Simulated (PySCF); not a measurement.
# C₄H₅−: runs on many settings

Which settings matter for C₄H₅− (`[C-]#CCC`), and how do bad ones show?

Programs: PySCF 2.14.0, with density-fitted response routines of our own. Each step states its level of theory. These are calculated values for one molecule, in the gas phase or a continuum, unless marked as measured. Atoms are numbered from 0 throughout.

## 1. The molecule as given

9 atoms, charge -1, multiplicity 1; geometry from: GFN2-xTB.

Bonds of the start (Å): C0–C1 1.23, C1–C2 1.49, C2–C3 1.54, C2–H4 1.11, C2–H5 1.11, C3–H6 1.09, C3–H7 1.10, C3–H8 1.09.

## 2. Ultraviolet spectrum: HSE06/def2-SVPD

What the job is given:

```
{"job": {"kind": "uv", "xc": "HSE06", "basis": "def2-SVPD", "nstates": 1, "ntriplets": 0, "tda": false}, "charge": -1, "multiplicity": 1}
C      2.609176    -0.470342     0.631072
C      1.520132     0.008497     0.323575
C      0.206125     0.601151    -0.052282
C     -0.911831    -0.450633    -0.129047
H      0.264362     1.110066    -1.038505
H     -0.106489     1.378218     0.678161
H     -0.661888    -1.212091    -0.870121
H     -1.880890    -0.010248    -0.403624
H     -1.025136    -0.948624     0.835590
```

With the program's defaults for keys left out, this is: TDDFT HSE06/def2-SVPD, vertical, gas phase, core orbitals frozen in the response.

Command:

```sh
$ OMP_NUM_THREADS=1 python probes_run.py task.json out
```

The driver reads the jobs from task.json and runs them one after another.

Log:

```text
coarse grid: 7448 points
cycle   1  E = -154.9071154669  dE =  2.254e-01  |g| = 5.575e-01  |ddm| = 4.006e+00
cycle   2  E = -153.4926564132  dE =  1.414e+00  |g| = 1.506e+00  |ddm| = 9.713e+01
cycle   3  E = -154.9565603131  dE = -1.464e+00  |g| = 4.611e-01  |ddm| = 9.696e+01
cycle   4  E = -155.0165997953  dE = -6.004e-02  |g| = 1.375e-01  |ddm| = 5.191e-01
cycle   5  E = -155.0217412550  dE = -5.141e-03  |g| = 1.005e-01  |ddm| = 5.927e-01
cycle   6  E = -155.0244720615  dE = -2.731e-03  |g| = 2.367e-02  |ddm| = 1.510e-01
cycle   7  E = -155.0246209775  dE = -1.489e-04  |g| = 3.638e-03  |ddm| = 6.737e-02
cycle   8  E = -155.0246248897  dE = -3.912e-06  |g| = 9.941e-04  |ddm| = 1.123e-02
final grid: 71696 points
cycle   9  E = -155.0522988322  dE = -1.667e-05  |g| = 3.205e-03  |ddm| = 8.046e-02
cycle  10  E = -155.0522967534  dE =  2.079e-06  |g| = 4.289e-03  |ddm| = 1.748e-02
cycle  11  E = -155.0523013511  dE = -4.598e-06  |g| = 1.149e-03  |ddm| = 8.958e-03
cycle  12  E = -155.0523017658  dE = -4.147e-07  |g| = 1.712e-04  |ddm| = 1.605e-03
cycle  13  E = -155.0523017737  dE = -7.883e-09  |g| = 3.638e-05  |ddm| = 3.416e-04
cycle  14  E = -155.0523017741  dE = -3.660e-10  |g| = 1.161e-05  |ddm| = 1.569e-04
converged SCF energy = -155.0523017741

Static polarisability (au): isotropic 63.897, principal 50.292 54.941 86.457

Singlet excitations
state   eV       nm        f      main configurations
  1   4.0052    309.6   0.00024   H-1->L 0.99
```

Run time: 6.3 s. Hardware: 1 thread of Intel Xeon Gold 6455B, shared host; peak memory 0.51 GiB.

The orbitals next to the gap, with their largest atomic shares:

```csv
orbital,eV,atoms
HOMO−3,-5.36,"C2 26 %, C3 26 %, H8 10 %"
HOMO−2,-0.44,"C1 48 %, C0 38 %, C2 8 %"
HOMO−1,-0.40,"C1 48 %, C0 38 %, C2 9 %"
HOMO,-0.29,"C0 81 %, C1 17 %"
LUMO,3.91,"C3 32 %, H7 20 %, C2 13 %"
LUMO+1,4.84,"H5 19 %, H4 18 %, C2 18 %"
LUMO+2,5.77,"H7 26 %, C1 18 %, C3 14 %"
```

Ground-state properties from the same run:

| property | computed |
| --- | --- |
| polarisability (Å³) | 9.47 |
| HOMO–LUMO gap (eV) | 4.19 |
| −ε(HOMO) (eV) | 0.29 |

## 3. Shielding tensors: revPBE/def2-SVP

The job, as its differences from that of step 2:

```diff
@@ -1,2 +1,2 @@
-{"job": {"kind": "uv", "xc": "HSE06", "basis": "def2-SVPD", "nstates": 1, "ntriplets": 0, "tda": false}, "charge": -1, "multiplicity": 1}
+{"job": {"kind": "nmr", "xc": "revPBE", "basis": "def2-SVP", "pop": true, "scf": {"max_cycle": 2, "guess": "1e"}}, "charge": -1, "multiplicity": 1}
 C      2.609176    -0.470342     0.631072
```

With the program's defaults for keys left out, this is: GIAO revPBE/def2-SVP NMR shielding, non-relativistic, gas phase.

Log:

```text
final grid: 71696 points
cycle   1  E = -120.0893412466  dE =  7.557e+00  |g| = 5.810e+00  |ddm| = 7.158e+01
cycle   2  E = -122.9811306538  dE = -2.892e+00  |g| = 7.816e+00  |ddm| = 7.599e+01
SCF not converged, last energy = -122.9811306538
```

It took 0.77 s on 1 thread of Intel Xeon Gold 6455B, shared host; peak memory 0.36 GiB.

Diagnosis: The cap of 2 cycles ended the SCF at a gradient of 7.8e+00. The remedy is to raise the cap. Numbers printed on the way are no properties of the molecule.

## 4. Nuclear shieldings: PBE0/pcSseg-1 in acetone

The job, as its differences from that of step 3:

```diff
@@ -1,2 +1,2 @@
-{"job": {"kind": "nmr", "xc": "revPBE", "basis": "def2-SVP", "pop": true, "scf": {"max_cycle": 2, "guess": "1e"}}, "charge": -1, "multiplicity": 1}
+{"job": {"kind": "nmr", "xc": "PBE0", "basis": "pcSseg-1", "solvent": "acetone", "pop": false}, "charge": -1, "multiplicity": 1}
 C      2.609176    -0.470342     0.631072
```

With the program's defaults for keys left out, this is: GIAO PBE0/pcSseg-1 NMR shielding, non-relativistic, IEF-PCM acetone.

Log:

```text
coarse grid: 7448 points
cycle   1  E = -155.1120336833  dE =  1.379e-01  |g| = 5.281e-01  |ddm| = 2.658e+00
cycle   2  E = -155.1096732973  dE =  2.360e-03  |g| = 5.605e-01  |ddm| = 3.817e+00
cycle   3  E = -155.2008289612  dE = -9.116e-02  |g| = 1.056e-01  |ddm| = 2.482e+00
cycle   4  E = -155.2034522395  dE = -2.623e-03  |g| = 3.218e-02  |ddm| = 1.565e-01
cycle   5  E = -155.2037039874  dE = -2.517e-04  |g| = 5.978e-03  |ddm| = 3.238e-02
cycle   6  E = -155.2037120842  dE = -8.097e-06  |g| = 1.367e-03  |ddm| = 8.392e-03
final grid: 71696 points
cycle   7  E = -155.2300180837  dE = -1.570e-05  |g| = 5.346e-03  |ddm| = 2.384e-02
cycle   8  E = -155.2300153831  dE =  2.701e-06  |g| = 6.337e-03  |ddm| = 1.603e-02
cycle   9  E = -155.2300254041  dE = -1.002e-05  |g| = 1.401e-03  |ddm| = 5.243e-03
cycle  10  E = -155.2300259080  dE = -5.039e-07  |g| = 1.543e-04  |ddm| = 2.601e-03
cycle  11  E = -155.2300259130  dE = -5.086e-09  |g| = 5.552e-05  |ddm| = 2.565e-04
cycle  12  E = -155.2300259139  dE = -8.237e-10  |g| = 1.075e-05  |ddm| = 2.185e-04
converged SCF energy = -155.2300259139

GIAO shielding tensors (ppm)
atom      isotropic    diamagn.    paramagn.     s11        s22        s33       span
  0 C       39.591     292.551    -252.959    -69.317    -64.823    252.914    322.231
  1 C       76.038     259.032    -182.994    -40.185    -27.898    296.196    336.381
  2 C      166.446     247.018     -80.572    157.758    164.591    176.989     19.232
  3 C      165.316     247.995     -82.679    149.347    160.714    185.887     36.541
  4 H       29.138      29.058       0.080     24.045     28.618     34.752     10.706
  5 H       29.143      29.064       0.080     24.045     28.624     34.761     10.716
  6 H       30.515      30.566      -0.051     27.267     28.856     35.421      8.154
  7 H       30.444      29.755       0.689     26.361     27.593     37.379     11.018
  8 H       30.520      30.574      -0.054     27.269     28.871     35.420      8.151
```

It took 2.9 s on 1 thread of Intel Xeon Gold 6455B, shared host; peak memory 0.45 GiB.

Shifts follow as δ = σ(reference) − σ, with reference shieldings (ppm) from runs at the same level and on the same kind of geometry: ¹H TMS 31.69, ¹³C TMS 187.8. The references are single molecules in the same continuum. Atoms listed in one row are averaged.

```csv
atoms,environment,σ (ppm),δ (ppm)
C0,carbanion centre,39.6,148.2
C1,alkyne carbon,76.0,111.8
C3,methyl carbon,165.3,22.5
C2,propargylic sp3 CH2,166.4,21.4
"H4, H5",hydrogen on a propargylic sp3 CH2,29.14,2.55
"H6, H7, H8",hydrogen on a methyl carbon,30.49,1.20
```

## 5. Nuclear shieldings: LDA/def2-SVP

The job, as its differences from that of step 4:

```diff
@@ -1,2 +1,2 @@
-{"job": {"kind": "nmr", "xc": "PBE0", "basis": "pcSseg-1", "solvent": "acetone", "pop": false}, "charge": -1, "multiplicity": 1}
+{"job": {"kind": "nmr", "xc": "LDA", "basis": "def2-SVP", "pop": true, "grid": 3}, "charge": -1, "multiplicity": 1}
 C      2.609176    -0.470342     0.631072
```

Level: GIAO LDA/def2-SVP NMR shielding, non-relativistic, gas phase.

Log:

```text
coarse grid: 7448 points
cycle   1  E = -153.5435817756  dE =  2.039e-01  |g| = 6.649e-01  |ddm| = 3.210e+00
cycle   2  E = -151.8116221671  dE =  1.732e+00  |g| = 1.663e+00  |ddm| = 2.364e+01
cycle   3  E = -153.4674477621  dE = -1.656e+00  |g| = 8.699e-01  |ddm| = 2.346e+01
cycle   4  E = -153.6747602494  dE = -2.073e-01  |g| = 2.309e-01  |ddm| = 7.782e-01
cycle   5  E = -153.6843221383  dE = -9.562e-03  |g| = 2.101e-01  |ddm| = 6.494e-01
cycle   6  E = -153.6962266963  dE = -1.190e-02  |g| = 3.944e-02  |ddm| = 3.634e-01
cycle   7  E = -153.6966433429  dE = -4.166e-04  |g| = 6.651e-03  |ddm| = 6.726e-02
cycle   8  E = -153.6966547737  dE = -1.143e-05  |g| = 1.895e-03  |ddm| = 1.416e-02
cycle   9  E = -153.6966557815  dE = -1.008e-06  |g| = 6.619e-04  |ddm| = 4.068e-03
final grid: 105512 points
cycle  10  E = -153.7444118374  dE = -2.340e-05  |g| = 2.695e-03  |ddm| = 2.237e-02
cycle  11  E = -153.7444083101  dE =  3.527e-06  |g| = 4.574e-03  |ddm| = 8.859e-03
cycle  12  E = -153.7444133897  dE = -5.080e-06  |g| = 1.243e-03  |ddm| = 6.085e-03
cycle  13  E = -153.7444137490  dE = -3.592e-07  |g| = 3.683e-04  |ddm| = 1.861e-03
cycle  14  E = -153.7444137888  dE = -3.977e-08  |g| = 5.566e-05  |ddm| = 7.349e-04
cycle  15  E = -153.7444137897  dE = -9.448e-10  |g| = 1.600e-05  |ddm| = 1.698e-04
converged SCF energy = -153.7444137897

GIAO shielding tensors (ppm)
atom      isotropic    diamagn.    paramagn.     s11        s22        s33       span
  0 C       33.360     263.400    -230.040    -72.103    -66.341    238.523    310.627
  1 C       97.578     248.483    -150.905     -1.091     10.323    283.502    284.593
  2 C      172.379     248.309     -75.930    166.156    169.689    181.293     15.137
  3 C      171.810     246.100     -74.290    156.518    166.346    192.567     36.049
  4 H       28.632      28.818      -0.185     23.293     28.401     34.203     10.910
  5 H       28.639      28.827      -0.188     23.293     28.408     34.216     10.923
  6 H       30.458      30.360       0.097     27.904     28.678     34.791      6.886
  7 H       30.615      30.091       0.524     26.819     28.076     36.948     10.130
  8 H       30.458      30.365       0.093     27.902     28.686     34.785      6.882
```

Wall time 3.4 s (1 thread of Intel Xeon Gold 6455B, shared host); peak memory 0.46 GiB.

Key values: δ C0 159.9, C1 95.7, C3 21.5, C2 20.9, H4 2.67, H6 0.80 ppm (means over like atoms).

## 6. NMR shieldings: M06-2X/Sadlej pVTZ

The job, as its differences from that of step 5:

```diff
@@ -1,2 +1,2 @@
-{"job": {"kind": "nmr", "xc": "LDA", "basis": "def2-SVP", "pop": true, "grid": 3}, "charge": -1, "multiplicity": 1}
+{"job": {"kind": "nmr", "xc": "M06-2X", "basis": "Sadlej pVTZ", "pop": false, "scf": {"guess": "random", "max_cycle": 93}}, "charge": -1, "multiplicity": 1}
 C      2.609176    -0.470342     0.631072
```

With the program's defaults for keys left out, this is: M06-2X/Sadlej pVTZ.

Log:

```text
NotImplementedError: meta-GGA GIAO
```

Run time: 9 s. Hardware: 1 thread of Intel Xeon Gold 6455B, shared host; peak memory 0.59 GiB.

Why it failed: This response code has no terms for the kinetic-energy density, so it refuses meta-GGA functionals here. Cure: take a GGA or a hybrid, or another code.

## 7. Side by side: NMR shifts

Shifts (ppm), means over like atoms, with basis size and wall time:

```csv
run,C0,C1,C3,C2,H4,H6,functions,time
PBE0/pcSseg-1 in acetone,148.2,111.8,22.5,21.4,2.55,1.20,93,2.9 s
LDA/def2-SVP,159.9,95.7,21.5,20.9,2.67,0.80,81,3.4 s
```

## 8. Results

| quantity | value |
| --- | --- |
| lowest singlet (HSE06/def2-SVPD) | 4.01 eV (310 nm), f = 0.000 |
| ¹³C shifts against TMS (PBE0/pcSseg-1, acetone) | 148.2, 111.8, 22.5, 21.4 ppm |
| ¹H shifts against TMS (PBE0/pcSseg-1, acetone, means over atoms taken as alike) | 2.55, 1.20 ppm |
| range of the shift of C1 | 95.7 to 111.8 ppm |
| property runs in this session | 5, of which 2 failed and 0 gave unsound results |

What this shows: Single values in the summary come from the first run of each kind that ended normally (HSE06/def2-SVPD; PBE0/pcSseg-1), which need not be the best level. The lowest singlet, at 4.01 eV, is HOMO−1→LUMO 0.99 and is dark. The lowest singlet lies above −ε(HOMO); no detachment energy was computed, so the anion's states may not be bound. Across the 2 runs the shift of C1 moves most, between 95.7 (LDA/def2-SVP) and 111.8 ppm (PBE0/pcSseg-1 in acetone).
